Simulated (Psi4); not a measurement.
# HO2 (SMILES [O]O): levels of theory compared

We compute a comparison of 3 runs (UHF/STO-3G, UHF/def2-SVP, USCS-MP2/heavy-aug-cc-pVDZ) of HO2. 

Program for the calculation: Psi4 1.11.

3 further runs of the same task are left out: 1 that didn't finish, 2 set aside as unsound or not needed.

**1. The molecule**

HO2 has 3 atoms, charge 0, and is taken as a doublet. SMILES: `[O]O`. The shape is that of a GFN2-xTB optimisation.

Bond lengths: O1–O2 1.302 Å, O2–H3 0.983 Å. Angles: O1–O2–H3 108.4°.

**2. Energy and gradient at UHF/STO-3G (run 1)**

ho2.json

```json
{
  "schema_name": "qcschema_input",
  "schema_version": 1,
  "molecule": {
    "schema_name": "qcschema_molecule",
    "schema_version": 2,
    "symbols": ["O", "O", "H"],
    "geometry": [-0.69250904, 1.7905344, -0.17795551, -0.45317522, -0.65490349, -0.31832437, 1.14568426, -1.13563091, 0.49627987],
    "molecular_charge": 0,
    "molecular_multiplicity": 2,
    "fix_symmetry": "c1"
  },
  "driver": "gradient",
  "model": {
    "method": "hf",
    "basis": "STO-3G"
  },
  "keywords": {
    "reference": "uhf",
    "puream": true,
    "e_convergence": 1e-09,
    "d_convergence": 1e-08,
    "scf_type": "pk",
    "maxiter": 200
  }
}
```

Run with:

```
$ psi4 --qcschema ho2.json -n 1 --memory 1600MB
```

stdout:

```text
[...]
  Running in c1 symmetry.
[...]
  Nuclear repulsion =   32.582963938288088
[...]
  Multiplicity = 2
[...]
  Nalpha       = 9
  Nbeta        = 8
[...]
    Number of basis functions: 11
[...]
   @UHF iter   1:  -148.09815564364334   -1.21464e+00   2.60320e-02 DIIS/ADIIS
[...]
   @UHF iter  15:  -148.19216083253090   -6.25278e-13   6.34945e-09 DIIS
[...]
   @S^2 Observed:                7.532096669E-01
[...]
    Orbital Energies [Eh]
    ---------------------
    Alpha Occupied:
       1A    -20.362685     2A    -20.359666     3A     -1.498248
       4A     -1.101194     5A     -0.655965     6A     -0.638389
       7A     -0.544723     8A     -0.386484     9A     -0.386483
    Alpha Virtual:
      10A      0.543719    11A      0.645207
    Beta Occupied:
       1A    -20.360136     2A    -20.333128     3A     -1.436360
       4A     -1.004018     5A     -0.634003     6A     -0.519405
[...]
  @UHF Final Energy:  -148.19216083253090
   => Energetics <=
    Nuclear Repulsion Energy =             32.5829639382880885
    One-Electron Energy =                -270.5140824556439156
    Two-Electron Energy =                  89.7389576848249106
    Total Energy =                       -148.1921608325309307
  UHF NO Occupations:
  HONO-2 :    7  A 1.9999569
  HONO-1 :    8  A 1.9984371
[...]
 Multipole Moments:
 ------------------------------------------------------------------------------------
     Multipole            Electronic (a.u.)      Nuclear  (a.u.)        Total (a.u.)
 ------------------------------------------------------------------------------------
 L = 1.  Multiply by 2.5417464519 to convert [e a0] to [Debye]
 Dipole X            :         -0.3084462            0.8968994            0.5884532
 Dipole Y            :          0.6398568           -0.8228382           -0.1829814
 Dipole Z            :          0.0000000           -0.0000000            0.0000000
 Magnitude           :                                                    0.6162462
[...]
  -Total Gradient:
     Atom            X                  Y                   Z
    ------   -----------------  -----------------  -----------------
       1       -0.002716883014    -0.070213929033    -0.000000000000
       2        0.029547543695     0.072323788760    -0.000000000000
       3       -0.026830660682    -0.002109859727     0.000000000000
[...]
```

The result, in JSON:

```text
{
 "driver": "gradient",
 "model": {
  "method": "hf",
  "basis": "STO-3G"
 },
 "success": true,
 "return_result": [-0.00271688301357478, -0.07021392903340351, -9.446368385477207e-17, 0.029547543695398026, 0.07232378875964884, -3.1635583736130847e-17, -0.02683066068182316, -0.002109859726715943, 1.2609926759090153e-16],
 "properties": {
  "calcinfo_nbasis": 11,
  "calcinfo_nmo": 11,
  "calcinfo_nalpha": 9,
  "calcinfo_nbeta": 8,
  "calcinfo_natom": 3,
  "nuclear_repulsion_energy": 32.58296393828809,
  "return_energy": -148.1921608325309,
  "return_gradient": [-0.00271688301357478, -0.07021392903340351, -9.446368385477207e-17, 0.029547543695398026, 0.07232378875964884, -3.1635583736130847e-17, -0.02683066068182316, -0.002109859726715943, 1.2609926759090153e-16],
  "scf_one_electron_energy": -270.5140824556439,
  "scf_two_electron_energy": 89.73895768482491,
  "scf_dipole_moment": [0.5884531829966178, -0.18298139398809865, 1.1391618943579053e-15],
  "scf_total_energy": -148.1921608325309,
  "scf_total_gradient": [-0.00271688301357478, -0.07021392903340351, -9.446368385477207e-17, 0.029547543695398026, 0.07232378875964884, -3.1635583736130847e-17, -0.02683066068182316, -0.002109859726715943, 1.2609926759090153e-16],
  "scf_iterations": 15
 }
}
```

It took 2.3 s on 1 thread of Intel Xeon Platinum 8259CL at 2.50GHz (Skylake/Cascade Lake), shared host; peak memory 0.18 GiB.

**3. Energy and gradient at UHF/def2-SVP (run 2)**

Edit ho2.json of step 2 so:

```diff
@@ -15,3 +15,3 @@
     "method": "hf",
-    "basis": "STO-3G"
+    "basis": "def2-SVP"
   },
@@ -23,3 +23,4 @@
     "scf_type": "pk",
-    "maxiter": 200
+    "maxiter": 200,
+    "scf_properties": ["LOWDIN_CHARGES", "MULLIKEN_CHARGES", "DIPOLE"]
   }
```

Run with:

```
$ psi4 --qcschema ho2.json -n 1 --memory 1600MB
```

stdout, shortened:

```text
[...]
  Running in c1 symmetry.
[...]
  Nuclear repulsion =   32.582963938288088
[...]
  Multiplicity = 2
[...]
  Nalpha       = 9
  Nbeta        = 8
[...]
    Number of basis functions: 33
[...]
   @UHF iter   1:  -149.98770172203996   -6.84912e-01   9.27154e-03 DIIS/ADIIS
[...]
   @UHF iter  16:  -150.05107069091449   -8.81073e-13   6.04524e-09 DIIS
[...]
   @S^2 Observed:                7.588840821E-01
[...]
  @UHF Final Energy:  -150.05107069091449
   => Energetics <=
    Nuclear Repulsion Energy =             32.5829639382880885
    One-Electron Energy =                -271.6092145881059423
    Two-Electron Energy =                  88.9751799589033681
    Total Energy =                       -150.0510706909144858
  UHF NO Occupations:
  HONO-2 :    7  A 1.9981757
  HONO-1 :    8  A 1.9981221
[...]
 Multipole Moments:
 ------------------------------------------------------------------------------------
     Multipole            Electronic (a.u.)      Nuclear  (a.u.)        Total (a.u.)
 ------------------------------------------------------------------------------------
 L = 1.  Multiply by 2.5417464519 to convert [e a0] to [Debye]
 Dipole X            :         -0.1318307            0.8968994            0.7650687
 Dipole Y            :          0.4529985           -0.8228382           -0.3698397
 Dipole Z            :          0.0000000           -0.0000000            0.0000000
 Magnitude           :                                                    0.8497715
[...]
  Mulliken Charges: (a.u.)
   Center  Symbol    Alpha    Beta     Spin     Total
       1     O     4.49289  3.57396  0.91893 -0.06686
       2     O     4.12775  4.03499  0.09276 -0.16274
       3     H     0.37936  0.39104 -0.01169  0.22960
   Total alpha =  9.00000, Total beta =  8.00000, Total charge =  0.00000
  Lowdin Charges: (a.u.)
   Center  Symbol    Alpha    Beta     Spin     Total
       1     O     4.47441  3.58413  0.89028 -0.05854
       2     O     4.07624  3.96123  0.11501 -0.03747
       3     H     0.44935  0.45464 -0.00528  0.09601
[...]
  -Total Gradient:
     Atom            X                  Y                   Z
    ------   -----------------  -----------------  -----------------
       1       -0.004661844207     0.012760134694     0.000000000000
       2       -0.024782991767     0.000533183805    -0.000000000000
       3        0.029444835975    -0.013293318499    -0.000000000000
[...]
```

The result, in JSON:

```text
{
 "driver": "gradient",
 "model": {
  "method": "hf",
  "basis": "def2-SVP"
 },
 "success": true,
 "return_result": [-0.004661844207404758, 0.012760134694225267, 2.3960676032577136e-16, -0.02478299176725174, 0.0005331838046248594, -1.6561356791049106e-16, 0.029444835974661188, -0.01329331849894036, -7.399319241531424e-17],
 "properties": {
  "calcinfo_nbasis": 33,
  "calcinfo_nmo": 33,
  "calcinfo_nalpha": 9,
  "calcinfo_nbeta": 8,
  "calcinfo_natom": 3,
  "nuclear_repulsion_energy": 32.58296393828809,
  "return_energy": -150.0510706909145,
  "return_gradient": [-0.004661844207404758, 0.012760134694225267, 2.3960676032577136e-16, -0.02478299176725174, 0.0005331838046248594, -1.6561356791049106e-16, 0.029444835974661188, -0.01329331849894036, -7.399319241531424e-17],
  "scf_one_electron_energy": -271.60921458810594,
  "scf_two_electron_energy": 88.97517995890337,
  "scf_dipole_moment": [0.765068700525902, -0.36983972404808735, 1.556778864586767e-16],
  "scf_total_energy": -150.0510706909145,
  "scf_total_gradient": [-0.004661844207404758, 0.012760134694225267, 2.3960676032577136e-16, -0.02478299176725174, 0.0005331838046248594, -1.6561356791049106e-16, 0.029444835974661188, -0.01329331849894036, -7.399319241531424e-17],
  "scf_iterations": 16
 }
}
```

It took 3.3 s on 1 thread of Intel Xeon Platinum 8259CL at 2.50GHz (Skylake/Cascade Lake), shared host; peak memory 0.2 GiB.

**4. The energy at USCS-MP2/heavy-aug-cc-pVDZ (sfX2C) (run 3)**

job.dat

```
memory 1.6 GB

molecule {
  0 2
  O
  O 1 1.302373
  H 2 0.98305 1 108.4099
  symmetry c1
  no_reorient
  no_com
}

set reference uhf
set scf_type pk
set mp2_type df
set relativistic x2c

e_tot = energy('scs-mp2/heavy-aug-cc-pVDZ')
print_variables()
```

Run with:

```
$ psi4 -i job.dat -o job.out -n 1
```

job.out:

```text
[...]
  Running in c1 symmetry.
[...]
  Nuclear repulsion =   32.582958924164600
[...]
  Multiplicity = 2
[...]
  Nalpha       = 9
  Nbeta        = 8
[...]
    Number of basis functions: 51
[...]
    WARNING: The X2C and Dirac Hamiltonians have substatially different eigenvalues!
             This is probably caused by the recontraction of the basis set.
[...]
   @UHF iter   1:  -150.23628113623096   -6.99175e-01   5.89250e-03 ADIIS/DIIS
[...]
   @UHF iter  17:  -150.29987053699523   -5.40012e-13   3.15173e-09 DIIS
[...]
   @S^2 Observed:                7.625409992E-01
[...]
    Orbital Energies [Eh]
    ---------------------
    Alpha Occupied:
       1A    -20.712425     2A    -20.702671     3A     -1.598922
       4A     -1.208575     5A     -0.780341     6A     -0.762770
       7A     -0.685664     8A     -0.522100     9A     -0.516380
    Alpha Virtual:
      10A      0.110212    11A      0.152506    12A      0.188410
      13A      0.191442    14A      0.235446    15A      0.239836
      16A      0.245445    17A      0.312822    18A      0.364945
      19A      0.455608    20A      0.821056    21A      0.821766
      22A      0.903471    23A      1.004131    24A      1.012083
      25A      1.076684    26A      1.116202    27A      1.181032
[...]
  @UHF Final Energy:  -150.29987053699523
   => Energetics <=
    Nuclear Repulsion Energy =             32.5829589241646005
    One-Electron Energy =                -271.7958107718696965
    Two-Electron Energy =                  88.9129813107098954
    Total Energy =                       -150.2998705369952290
  UHF NO Occupations:
  HONO-2 :    7  A 1.9980335
  HONO-1 :    8  A 1.9968453
[...]
 Multipole Moments:
 ------------------------------------------------------------------------------------
     Multipole            Electronic (a.u.)      Nuclear  (a.u.)        Total (a.u.)
 ------------------------------------------------------------------------------------
 L = 1.  Multiply by 2.5417464519 to convert [e a0] to [Debye]
 Dipole X            :         -0.1521026            0.8474339            0.6953312
 Dipole Y            :          0.4511576           -0.8736976           -0.4225400
 Dipole Z            :          0.0000000            0.0000000            0.0000000
 Magnitude           :                                                    0.8136496
[...]
	SCS-MP2 Total Energy (a.u.)        :  -150.65772344862910
	SOS-MP2 Total Energy (a.u.)        :  -150.62485626653168
	SCSN-MP2 Total Energy (a.u.)       :  -150.47340925846950
[...]
	SOS-PI-MP2 Total Energy (a.u.)     :  -150.67902055478774
[...]
	MP2 Total Energy (a.u.)            :  -150.66929352456779
[...]
```

Wall time 3.9 s (1 thread of Intel Xeon Platinum 8259CL at 2.50GHz (Skylake/Cascade Lake), shared host); peak memory 0.22 GiB.

**5. Overview of the runs**

```
run                               level      task  SCF convergence threshold  energy (Eh)  dipole moment (D)  HOMO energy (eV)  LUMO energy (eV)  wall time
  1                          UHF/STO-3G  gradient                      1e-09  -148.192161               1.57             -9.58              9.09      2.3 s
  2                        UHF/def2-SVP  gradient                      1e-09  -150.051071               2.16            -13.01              3.76      3.3 s
  3  USCS-MP2/heavy-aug-cc-pVDZ (sfX2C)    energy                          –  -150.657723                  –            -13.04              2.74      3.9 s
```

**6. Results**

| quantity | value |
| --- | --- |
| run 3: total energy | -150.65772 Eh |
| run 3: HOMO energy (Hartree–Fock orbitals) (highest over α and β) | -13.04 eV |
| run 3: LUMO energy (Hartree–Fock orbitals) (lowest over α and β) | 2.74 eV |
| run 3: correlation energy | -357.9 mEh |
| run 3: ⟨S²⟩ of the reference determinant | 0.763 |

What this shows: In run 1 the basis is minimal, so the values are rough. All runs together took 9.5 s, the longest 3.9 s.
